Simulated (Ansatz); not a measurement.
A calculation with Ansatz (development build ahead of 0.2.0).

```yaml
crystal:
  periodic: [false, false, false]
  atoms:
    - { symbol: Na, position_ang: [0.0, 0.0, 0.0] }
    - { symbol: Li, position_ang: [0.0, 4.5063, 3.4578] }
    - { symbol: Si, position_ang: [0.0, -4.2457, 3.2579] }
basis:
  gaussian: { orbitals: pcseg-2 }
magnetization:
  spin_polarized: true
  initial_magnetization: 2
hamiltonian:
  xc: r2scan
```

The input is written out in the form of the current development build from the run's settings.

The run gave:

```json
{"Converged": "yes", "Total energy": "-459.08804 hartree", "Spin squared of the determinant": "2.931", "Stability test": "minimum"}
```

Caution: charge can spread falsely over distant fragments; the unrestricted determinant is a mixture of spin states; other spin multiplicities may lie lower.
